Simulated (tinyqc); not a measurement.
Worked calculation (part 1 of 2): MP2 on RHF in the sto-3g basis, frozen core, for CH3+, spin multiplicity 1. Computed by tinyqc, a small Python program that keeps every step (integrals from PySCF). Settings: charge = 1, multiplicity = 1, basis = sto-3g, method = RHF, frozen orbitals = 1, energy threshold = 1e-10, iteration cap = 55, orthogonalisation = symmetric, start = core, DIIS depth = 6. Command: `OMP_NUM_THREADS=1 python tinyqc.py 22198 22199 out.jsonl` (the two numbers bound the seeds that draw the settings). One thread of a shared host (Intel(R) Xeon(R) Processor @ 2.60GHz), about 0.1 s of CPU time with the checks. The early iterations of the SCF are left out here.

## One-electron integrals

Geometry (angstrom):

| atom | x | y | z |
|---|---|---|---|
| C | 0.000000 | 0.000000 | 0.082000 |
| H | 1.127000 | 0.000000 | 0.000000 |
| H | -0.564000 | 0.976000 | 0.000000 |
| H | -0.564000 | -0.976000 | 0.000000 |

Basis sto-3g: exponents (1/bohr^2) and contraction coefficients of normalised primitives:

| element | l (shell) | exponent | coefficient |
|---|---|---|---|
| C | s (1) | 71.616837 | 0.154329 |
| C | s (1) | 13.045096 | 0.535328 |
| C | s (1) | 3.530512 | 0.444635 |
| C | s (2) | 2.941249 | -0.099967 |
| C | s (2) | 0.683483 | 0.399513 |
| C | s (2) | 0.222290 | 0.700115 |
| C | p (3) | 2.941249 | 0.155916 |
| C | p (3) | 0.683483 | 0.607684 |
| C | p (3) | 0.222290 | 0.391957 |
| H | s (1) | 3.425251 | 0.154329 |
| H | s (1) | 0.623914 | 0.535328 |
| H | s (1) | 0.168855 | 0.444635 |

Overlap, kinetic and nuclear-attraction integrals over the contracted functions; the nuclear repulsion is the sum of Za Zb / Rab.

nuclear repulsion = 9.24149206 hartree

overlap S:
```
           1C 1s     1C 2s     1C 2px     1C 2py     1C 2pz      2H 1s      3H 1s      4H 1s
1C 1s   1.000000  0.248362   0.000000   0.000000   0.000000   0.056729   0.056697   0.056697
1C 2s   0.248362  1.000000   0.000000   0.000000   0.000000   0.467994   0.467858   0.467858
1C 2px  0.000000  0.000000   1.000000   0.000000   0.000000   0.452024  -0.226121  -0.226121
1C 2py  0.000000  0.000000   0.000000   1.000000   0.000000   0.000000   0.391302  -0.391302
1C 2pz  0.000000  0.000000   0.000000   0.000000   1.000000  -0.032889  -0.032876  -0.032876
2H 1s   0.056729  0.467994   0.452024   0.000000  -0.032889   1.000000   0.128828   0.128828
3H 1s   0.056697  0.467858  -0.226121   0.391302  -0.032876   0.128828   1.000000   0.128922
4H 1s   0.056697  0.467858  -0.226121  -0.391302  -0.032876   0.128828   0.128922   1.000000
```

kinetic energy T (hartree):
```
            1C 1s      1C 2s     1C 2px     1C 2py     1C 2pz      2H 1s      3H 1s      4H 1s
1C 1s   15.891122  -0.085890   0.000000   0.000000   0.000000  -0.011614  -0.011619  -0.011619
1C 2s   -0.085890   0.472250   0.000000   0.000000   0.000000   0.094287   0.094215   0.094215
1C 2px   0.000000   0.000000   1.477728   0.000000   0.000000   0.236536  -0.118278  -0.118278
1C 2py   0.000000   0.000000   0.000000   1.477728   0.000000   0.000000   0.204679  -0.204679
1C 2pz   0.000000   0.000000   0.000000   0.000000   1.477728  -0.017210  -0.017196  -0.017196
2H 1s   -0.011614   0.094287   0.236536   0.000000  -0.017210   0.760032  -0.009466  -0.009466
3H 1s   -0.011619   0.094215  -0.118278   0.204679  -0.017196  -0.009466   0.760032  -0.009459
4H 1s   -0.011619   0.094215  -0.118278  -0.204679  -0.017196  -0.009466  -0.009459   0.760032
```

nuclear attraction V (hartree):
```
             1C 1s      1C 2s     1C 2px     1C 2py     1C 2pz      2H 1s      3H 1s      4H 1s
1C 1s   -35.057463  -4.541109   0.000004   0.000000   0.003429  -1.054551  -1.053951  -1.053951
1C 2s    -4.541109  -6.561541   0.000058   0.000000   0.035706  -2.581941  -2.581035  -2.581035
1C 2px    0.000004   0.000058  -6.578035   0.000000   0.000000  -2.307337   1.154171   1.154171
1C 2py    0.000000   0.000000   0.000000  -6.577826   0.000000   0.000000  -1.997224   1.997224
1C 2pz    0.003429   0.035706   0.000000   0.000000  -6.402784   0.176036   0.175954   0.175954
2H 1s    -1.054551  -2.581941  -2.307337   0.000000   0.176036  -4.526518  -0.650573  -0.650573
3H 1s    -1.053951  -2.581035   1.154171  -1.997224   0.175954  -0.650573  -4.526043  -0.650925
4H 1s    -1.053951  -2.581035   1.154171   1.997224   0.175954  -0.650573  -0.650925  -4.526043
```

core Hamiltonian H = T + V (hartree):
```
             1C 1s      1C 2s     1C 2px     1C 2py     1C 2pz      2H 1s      3H 1s      4H 1s
1C 1s   -19.166341  -4.626999   0.000004   0.000000   0.003429  -1.066165  -1.065570  -1.065570
1C 2s    -4.626999  -6.089291   0.000058   0.000000   0.035706  -2.487654  -2.486821  -2.486821
1C 2px    0.000004   0.000058  -5.100307   0.000000   0.000000  -2.070801   1.035894   1.035894
1C 2py    0.000000   0.000000   0.000000  -5.100098   0.000000   0.000000  -1.792544   1.792544
1C 2pz    0.003429   0.035706   0.000000   0.000000  -4.925055   0.158826   0.158757   0.158757
2H 1s    -1.066165  -2.487654  -2.070801   0.000000   0.158826  -3.766486  -0.660038  -0.660038
3H 1s    -1.065570  -2.486821   1.035894  -1.792544   0.158757  -0.660038  -3.766011  -0.660384
4H 1s    -1.065570  -2.486821   1.035894   1.792544   0.158757  -0.660038  -0.660384  -3.766011
```

## Two-electron integrals

Functions are numbered as in S; the eight-fold symmetry (ij|kl) = (ji|kl) = (kl|ij) leaves the list below.

Two-electron integrals (ij|kl) in chemists' order, unique and non-zero (hartree):
```
(11|11) 3.541948    (21|11) 0.576921    (21|21) 0.111888    (22|11) 0.854682
(22|21) 0.205284    (22|22) 0.624709    (31|31) 0.020296    (32|31) 0.030858
(32|32) 0.137996    (33|11) 0.852436    (33|21) 0.205335    (33|22) 0.624568
(33|33) 0.672833    (41|41) 0.020296    (42|41) 0.030858    (42|42) 0.137996
(43|43) 0.036269    (44|11) 0.852436    (44|21) 0.205335    (44|22) 0.624568
(44|33) 0.600295    (44|44) 0.672833    (51|51) 0.020296    (52|51) 0.030858
(52|52) 0.137996    (53|53) 0.036269    (54|54) 0.036269    (55|11) 0.852436
(55|21) 0.205335    (55|22) 0.624568    (55|33) 0.600295    (55|44) 0.600295
(55|55) 0.672833    (61|11) 0.132691    (61|21) 0.025575    (61|22) 0.046821
(61|31) 0.001565    (61|32) 0.002908    (61|33) 0.047156    (61|44) 0.046660
(61|51) -0.000114   (61|52) -0.000212   (61|53) -0.000036   (61|55) 0.046662
(61|61) 0.005979    (62|11) 0.312394    (62|21) 0.076006    (62|22) 0.253789
(62|31) 0.007221    (62|32) 0.049338    (62|33) 0.265517    (62|44) 0.247760
(62|51) -0.000525   (62|52) -0.003590   (62|53) -0.001292   (62|55) 0.247854
(62|61) 0.018117    (62|62) 0.134143    (63|11) 0.263169    (63|21) 0.064868
(63|22) 0.229673    (63|31) 0.013186    (63|32) 0.082446    (63|33) 0.252552
(63|44) 0.218071    (63|51) -0.000392   (63|52) -0.003022   (63|53) -0.001803
(63|55) 0.218151    (63|61) 0.016205    (63|62) 0.144252    (63|63) 0.168996
(64|41) 0.007803    (64|42) 0.040917    (64|43) 0.009704    (64|54) -0.000706
(64|64) 0.016681    (65|11) -0.019148   (65|21) -0.004720   (65|22) -0.016711
(65|31) -0.000392   (65|32) -0.003022   (65|33) -0.016963   (65|44) -0.015867
(65|51) 0.007832    (65|52) 0.041136    (65|53) 0.009784    (65|55) -0.017285
(65|61) -0.001179   (65|62) -0.010496   (65|63) -0.011082   (65|65) 0.017487
(66|11) 0.459079    (66|21) 0.113612    (66|22) 0.430613    (66|31) 0.013780
(66|32) 0.125653    (66|33) 0.475625    (66|44) 0.407675    (66|51) -0.001003
(66|52) -0.009142   (66|53) -0.004944   (66|55) 0.408035    (66|61) 0.027500
(66|62) 0.285587    (66|63) 0.339516    (66|65) -0.024703   (66|66) 0.774606
(71|11) 0.132616    (71|21) 0.025560    (71|22) 0.046795    (71|31) -0.000783
(71|32) -0.001454   (71|33) 0.046758    (71|41) 0.001354    (71|42) 0.002516
(71|43) -0.000215   (71|44) 0.047006    (71|51) -0.000114   (71|52) -0.000211
(71|53) 0.000018    (71|54) -0.000031   (71|55) 0.046636    (71|61) 0.005781
(71|62) 0.016974    (71|63) 0.014147    (71|64) 0.000609    (71|65) -0.001106
(71|66) 0.025221    (71|71) 0.005972    (72|11) 0.312276    (72|21) 0.075978
(72|22) 0.253700    (72|31) -0.003611   (72|32) -0.024678   (72|33) 0.252118
(72|41) 0.006249    (72|42) 0.042706    (72|43) -0.007691   (72|44) 0.260982
(72|51) -0.000525   (72|52) -0.003588   (72|53) 0.000646    (72|54) -0.001118
(72|55) 0.247767    (72|61) 0.016978    (72|62) 0.096056    (72|63) 0.080756
(72|64) 0.011352    (72|65) -0.007307   (72|66) 0.159755    (72|71) 0.018100
(72|72) 0.134060    (73|11) -0.131635   (73|21) -0.032447   (73|22) -0.114884
(73|31) 0.009146    (73|32) 0.051294    (73|33) -0.120675   (73|41) -0.002331
(73|42) -0.017987   (73|43) 0.011666    (73|44) -0.114733   (73|51) 0.000196
(73|52) 0.001511    (73|53) -0.000980   (73|54) 0.000475    (73|55) -0.109120
(73|61) -0.006553   (73|62) -0.030582   (73|63) -0.015559   (73|64) -0.002676
(73|65) 0.002281    (73|66) -0.041251   (73|71) -0.008101   (73|72) -0.072136
(73|73) 0.054781    (74|11) 0.227794    (74|21) 0.056149    (74|22) 0.198806
(74|31) -0.002331   (74|32) -0.017987   (74|33) 0.192030    (74|41) 0.011833
(74|42) 0.072026    (74|43) -0.010506   (74|44) 0.215343    (74|51) -0.000339
(74|52) -0.002615   (74|53) 0.000475    (74|54) -0.001527   (74|55) 0.188833
(74|61) 0.012557    (74|62) 0.075607    (74|63) 0.063170    (74|64) 0.019401
(74|65) -0.005635   (74|66) 0.126157    (74|71) 0.014019    (74|72) 0.124831
(74|73) -0.065954   (74|74) 0.130802    (75|11) -0.019138   (75|21) -0.004717
(75|22) -0.016703   (75|31) 0.000196    (75|32) 0.001511    (75|33) -0.016134
(75|41) -0.000339   (75|42) -0.002615   (75|43) 0.000475    (75|44) -0.016681
(75|51) 0.007828    (75|52) 0.041119    (75|53) -0.004893   (75|54) 0.008468
(75|55) -0.017276   (75|61) -0.001106   (75|62) -0.007306   (75|63) -0.006019
(75|64) -0.000844   (75|65) 0.011705    (75|66) -0.012902   (75|71) -0.001178
(75|72) -0.010488   (75|73) 0.005541    (75|74) -0.009589   (75|75) 0.017474
(76|11) 0.077455    (76|21) 0.018900    (76|22) 0.065194    (76|31) 0.000748
(76|32) 0.005421    (76|33) 0.065767    (76|41) 0.001297    (76|42) 0.009397
(76|43) 0.000365    (76|44) 0.066189    (76|51) -0.000218   (76|52) -0.001579
(76|53) -0.000211   (76|54) -0.000365   (76|55) 0.063563    (76|61) 0.004393
(76|62) 0.030783    (76|63) 0.030653    (76|64) 0.003310    (76|65) -0.002648
(76|66) 0.061105    (76|71) 0.004391    (76|72) 0.030774    (76|73) -0.012470
(76|74) 0.028191    (76|75) -0.002647   (76|76) 0.008625    (77|11) 0.458991
(77|21) 0.113591    (77|22) 0.430549    (77|31) -0.006893   (77|32) -0.062857
(77|33) 0.424622    (77|41) 0.011928    (77|42) 0.108775    (77|43) -0.029431
(77|44) 0.458546    (77|51) -0.001002   (77|52) -0.009139   (77|53) 0.002473
(77|54) -0.004279   (77|55) 0.407974    (77|61) 0.025230    (77|62) 0.159788
(77|63) 0.129884    (77|64) 0.027411    (77|65) -0.012906   (77|66) 0.269941
(77|71) 0.027479    (77|72) 0.285485    (77|73) -0.169824   (77|74) 0.293881
(77|75) -0.024691   (77|76) 0.061105    (77|77) 0.774606    (81|11) 0.132616
(81|21) 0.025560    (81|22) 0.046795    (81|31) -0.000783   (81|32) -0.001454
(81|33) 0.046758    (81|41) -0.001354   (81|42) -0.002516   (81|43) 0.000215
(81|44) 0.047006    (81|51) -0.000114   (81|52) -0.000211   (81|53) 0.000018
(81|54) 0.000031    (81|55) 0.046636    (81|61) 0.005781    (81|62) 0.016974
(81|63) 0.014147    (81|64) -0.000609   (81|65) -0.001106   (81|66) 0.025221
(81|71) 0.005778    (81|72) 0.016969    (81|73) -0.007604   (81|74) 0.011941
(81|75) -0.001106   (81|76) 0.004167    (81|77) 0.025217    (81|81) 0.005972
(82|11) 0.312276    (82|21) 0.075978    (82|22) 0.253700    (82|31) -0.003611
(82|32) -0.024678   (82|33) 0.252118    (82|41) -0.006249   (82|42) -0.042706
(82|43) 0.007691    (82|44) 0.260982    (82|51) -0.000525   (82|52) -0.003588
(82|53) 0.000646    (82|54) 0.001118    (82|55) 0.247767    (82|61) 0.016978
(82|62) 0.096056    (82|63) 0.080756    (82|64) -0.011352   (82|65) -0.007307
(82|66) 0.159755    (82|71) 0.016969    (82|72) 0.096039    (82|73) -0.050242
(82|74) 0.064242    (82|75) -0.007305   (82|76) 0.023493    (82|77) 0.159772
(82|81) 0.018100    (82|82) 0.134060    (83|11) -0.131635   (83|21) -0.032447
(83|22) -0.114884   (83|31) 0.009146    (83|32) 0.051294    (83|33) -0.120675
(83|41) 0.002331    (83|42) 0.017987    (83|43) -0.011666   (83|44) -0.114733
(83|51) 0.000196    (83|52) 0.001511    (83|53) -0.000980   (83|54) -0.000475
(83|55) -0.109120   (83|61) -0.006553   (83|62) -0.030582   (83|63) -0.015559
(83|64) 0.002676    (83|65) 0.002281    (83|66) -0.041251   (83|71) -0.007604
(83|72) -0.050242   (83|73) 0.036904    (83|74) -0.032941   (83|75) 0.003743
(83|76) -0.009431   (83|77) -0.088750   (83|81) -0.008101   (83|82) -0.072136
(83|83) 0.054781    (84|11) -0.227794   (84|21) -0.056149   (84|22) -0.198806
(84|31) 0.002331    (84|32) 0.017987    (84|33) -0.192030   (84|41) 0.011833
(84|42) 0.072026    (84|43) -0.010506   (84|44) -0.215343   (84|51) 0.000339
(84|52) 0.002615    (84|53) -0.000475   (84|54) -0.001527   (84|55) -0.188833
(84|61) -0.012557   (84|62) -0.075607   (84|63) -0.063170   (84|64) 0.019401
(84|65) 0.005635    (84|66) -0.126157   (84|71) -0.011941   (84|72) -0.064242
(84|73) 0.032941    (84|74) -0.032979   (84|75) 0.004789    (84|76) -0.016315
(84|77) -0.098755   (84|81) -0.014019   (84|82) -0.124831   (84|83) 0.065954
(84|84) 0.130802    (85|11) -0.019138   (85|21) -0.004717   (85|22) -0.016703
(85|31) 0.000196    (85|32) 0.001511    (85|33) -0.016134   (85|41) 0.000339
(85|42) 0.002615    (85|43) -0.000475   (85|44) -0.016681   (85|51) 0.007828
(85|52) 0.041119    (85|53) -0.004893   (85|54) -0.008468   (85|55) -0.017276
(85|61) -0.001106   (85|62) -0.007306   (85|63) -0.006019   (85|64) 0.000844
(85|65) 0.011705    (85|66) -0.012902   (85|71) -0.001106   (85|72) -0.007305
(85|73) 0.003743    (85|74) -0.004789   (85|75) 0.011703    (85|76) -0.001960
(85|77) -0.012903   (85|81) -0.001178   (85|82) -0.010488   (85|83) 0.005541
(85|84) 0.009589    (85|85) 0.017474    (86|11) 0.077455    (86|21) 0.018900
(86|22) 0.065194    (86|31) 0.000748    (86|32) 0.005421    (86|33) 0.065767
(86|41) -0.001297   (86|42) -0.009397   (86|43) -0.000365   (86|44) 0.066189
(86|51) -0.000218   (86|52) -0.001579   (86|53) -0.000211   (86|54) 0.000365
(86|55) 0.063563    (86|61) 0.004393    (86|62) 0.030783    (86|63) 0.030653
(86|64) -0.003310   (86|65) -0.002648   (86|66) 0.061105    (86|71) 0.004167
(86|72) 0.023493    (86|73) -0.009431   (86|74) 0.016315    (86|75) -0.001960
(86|76) 0.006867    (86|77) 0.038568    (86|81) 0.004391    (86|82) 0.030774
(86|83) -0.012470   (86|84) -0.028191   (86|85) -0.002647   (86|86) 0.008625
(87|11) 0.077489    (87|21) 0.018909    (87|22) 0.065230    (87|31) -0.001500
(87|32) -0.010864   (87|33) 0.066441    (87|44) 0.065590    (87|51) -0.000218
(87|52) -0.001580   (87|53) 0.000422    (87|55) 0.063597    (87|61) 0.004172
(87|62) 0.023512    (87|63) 0.018856    (87|65) -0.001962   (87|66) 0.038589
(87|71) 0.004393    (87|72) 0.030797    (87|73) -0.018216   (87|74) 0.024900
(87|75) -0.002648   (87|76) 0.006872    (87|77) 0.061156    (87|81) 0.004393
(87|82) 0.030797    (87|83) -0.018216   (87|84) -0.024900   (87|85) -0.002648
(87|86) 0.006872    (87|87) 0.008638    (88|11) 0.458991    (88|21) 0.113591
(88|22) 0.430549    (88|31) -0.006893   (88|32) -0.062857   (88|33) 0.424622
(88|41) -0.011928   (88|42) -0.108775   (88|43) 0.029431    (88|44) 0.458546
(88|51) -0.001002   (88|52) -0.009139   (88|53) 0.002473    (88|54) 0.004279
(88|55) 0.407974    (88|61) 0.025230    (88|62) 0.159788    (88|63) 0.129884
(88|64) -0.027411   (88|65) -0.012906   (88|66) 0.269941    (88|71) 0.025217
(88|72) 0.159772    (88|73) -0.088750   (88|74) 0.098755    (88|75) -0.012903
(88|76) 0.038568    (88|77) 0.270001    (88|81) 0.027479    (88|82) 0.285485
(88|83) -0.169824   (88|84) -0.293881   (88|85) -0.024691   (88|86) 0.061105
(88|87) 0.061156    (88|88) 0.774606
```

## Orthogonalisation

S = U s U^T; symmetric (Loewdin) form X = U s^(-1/2) U^T, so that X^T S X = 1.

eigenvalues of S: 0.283524  0.378166  0.378413  0.960161  1.006960  1.492665  1.493037  2.007073

X:
```
            1C 1s      1C 2s     1C 2px     1C 2py     1C 2pz      2H 1s      3H 1s      4H 1s
1C 1s    1.028287  -0.164414   0.000004   0.000000   0.002407   0.025179   0.025177   0.025177
1C 2s   -0.164414   1.389101   0.000000   0.000000  -0.025063  -0.319107  -0.318957  -0.318957
1C 2px   0.000004   0.000000   1.175612   0.000000  -0.000001  -0.327520   0.163808   0.163808
1C 2py   0.000000   0.000000   0.000000   1.175364   0.000000   0.000000  -0.283441   0.283441
1C 2pz   0.002407  -0.025063  -0.000001   0.000000   1.001722   0.022000   0.021987   0.021987
2H 1s    0.025179  -0.319107  -0.327520   0.000000   0.022000   1.239964  -0.029007  -0.029007
3H 1s    0.025177  -0.318957   0.163808  -0.283441   0.021987  -0.029007   1.239788  -0.028960
4H 1s    0.025177  -0.318957   0.163808   0.283441   0.021987  -0.029007  -0.028960   1.239788
```
